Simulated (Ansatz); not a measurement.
# C₂H₆Si: single points off equilibrium

The atoms stand at a structure displaced at random from a GFN2-xTB minimum. How far do the functionals agree with CCSD(T) there?

Computed with Ansatz 0.2.0, Gaussian basis. Level: single points in def2-TZVPP.

Cores are frozen in the correlated methods.

## 1. Starting geometry

SMILES `C=C[SiH3]`, 9 atoms, charge 0, spin multiplicity 1.

Atoms are counted from 1 here; the program's logs count them from 0.

Bond lengths: C1–C2 1.344 Å, C1–H4 1.037 Å, C1–H5 0.993 Å, C2–Si3 1.880 Å, C2–H6 1.086 Å, Si3–H7 1.559 Å, Si3–H8 1.376 Å, Si3–H9 1.646 Å. Angles: C2–C1–H4 116.3°, C2–C1–H5 123.6°, H4–C1–H5 113.6°, C1–C2–Si3 121.3°, C1–C2–H6 124.3°, Si3–C2–H6 114.0°, C2–Si3–H7 110.4°, C2–Si3–H8 117.8°, C2–Si3–H9 105.7°, H7–Si3–H8 101.8°, H7–Si3–H9 96.1°, H8–Si3–H9 122.3°.

Geometry (Å):

```xyz
9

C    -0.6953    0.9446   -1.0667
C    -0.1261    0.7309    0.1317
Si    0.5015   -0.9707    0.6260
H    -1.1290    0.1209   -1.5232
H    -1.1039    1.8095   -1.3347
H     0.1107    1.5145    0.8459
H     2.0427   -0.9362    0.8584
H     0.3776   -1.9914   -0.2889
H     0.0898   -1.1545    2.2090
```

## 2. CCSD(T)/def2-TZVPP

run/in.yaml

```yaml
crystal:
  periodic: [false, false, false]
  atoms:
    - {symbol: C, position_ang: [-0.695300, 0.944600, -1.066700]}
    - {symbol: C, position_ang: [-0.126100, 0.730900, 0.131700]}
    - {symbol: Si, position_ang: [0.501500, -0.970700, 0.626000]}
    - {symbol: H, position_ang: [-1.129000, 0.120900, -1.523200]}
    - {symbol: H, position_ang: [-1.103900, 1.809500, -1.334700]}
    - {symbol: H, position_ang: [0.110700, 1.514500, 0.845900]}
    - {symbol: H, position_ang: [2.042700, -0.936200, 0.858400]}
    - {symbol: H, position_ang: [0.377600, -1.991400, -0.288900]}
    - {symbol: H, position_ang: [0.089800, -1.154500, 2.209000]}
basis:
  gaussian: {orbitals: def2-TZVPP}
correlation: {method: ccsd_t}
output: {forces: true}
```

No record of the launch command was kept for these runs.

## 3. PBE0-D4/def2-TZVPP

Edit run/in.yaml of step 2 so:

```diff
@@ -14,3 +14,3 @@
   gaussian: {orbitals: def2-TZVPP}
-correlation: {method: ccsd_t}
-output: {forces: true}
+hamiltonian: {xc: pbe0, dispersion: d4}
+output: {forces: true, orbitals: {seedname: orbitals}}
```

## 4. wB97M-V/def2-TZVPP

Edit run/in.yaml of step 3 so:

```diff
@@ -14,3 +14,3 @@
   gaussian: {orbitals: def2-TZVPP}
-hamiltonian: {xc: pbe0, dispersion: d4}
-output: {forces: true, orbitals: {seedname: orbitals}}
+hamiltonian: {xc: {name: wB97M-V}}
+output: {forces: true}
```

## 5. r2SCAN-D4/def2-TZVPP

Edit run/in.yaml of step 4 so:

```diff
@@ -14,3 +14,3 @@
   gaussian: {orbitals: def2-TZVPP}
-hamiltonian: {xc: {name: wB97M-V}}
+hamiltonian: {xc: r2scan, dispersion: d4}
 output: {forces: true}
```

## 6. PBE-D4/def2-TZVPP

Edit run/in.yaml of step 5 so:

```diff
@@ -14,3 +14,3 @@
   gaussian: {orbitals: def2-TZVPP}
-hamiltonian: {xc: r2scan, dispersion: d4}
+hamiltonian: {xc: pbe, dispersion: d4}
 output: {forces: true}
```

## 7. CAM-B3LYP-D4/def2-TZVPP

Edit run/in.yaml of step 6 so:

```diff
@@ -14,3 +14,3 @@
   gaussian: {orbitals: def2-TZVPP}
-hamiltonian: {xc: pbe, dispersion: d4}
+hamiltonian: {xc: {name: CAM-B3LYP}, dispersion: d4}
 output: {forces: true}
```

## 8. SPW92/def2-TZVPP

Edit run/in.yaml of step 7 so:

```diff
@@ -14,3 +14,3 @@
   gaussian: {orbitals: def2-TZVPP}
-hamiltonian: {xc: {name: CAM-B3LYP}, dispersion: d4}
+hamiltonian: {xc: lda}
 output: {forces: true}
```

(Steps that only read results are left out.)

What does the calculation give? Wanted: energy less free atoms, CCSD(T)/def2-TZVPP; RMS force component; RMS force error; HOMO and LUMO, PBE0-D4; T1 diagnostic.

As calculated:

| quantity | value |
| --- | --- |
| energy less free atoms, CCSD(T)/def2-TZVPP | -733.6 kcal/mol |
| RMS force component | 1.640 to 1.757 eV/Å over the methods |
| RMS force error | PBE0-D4 0.236, wB97M-V 0.231, r2SCAN-D4 0.176, PBE-D4 0.192, CAM-B3LYP-D4 0.275, SPW92 0.352 eV/Å |
| HOMO and LUMO, PBE0-D4 | -7.83 and -0.84 eV |
| T1 diagnostic | 0.012 |

Against CCSD(T) the functionals' energies less atoms differ by -106.2 to -15.3 kcal/mol, PBE-D4 by -23.1 kcal/mol. A larger basis would deepen the CCSD(T) value, while the functionals are nearly converged already, so the order here is not reliable. The forces of r2SCAN-D4 come nearest to CCSD(T), those of SPW92 are farthest. Frozen-core CCSD(T) forces in triple zeta carry basis errors of their own, and this is one geometry, so small gaps rank nothing. The restricted Hartree–Fock reference is unstable towards an unrestricted one at one or more of these structures.
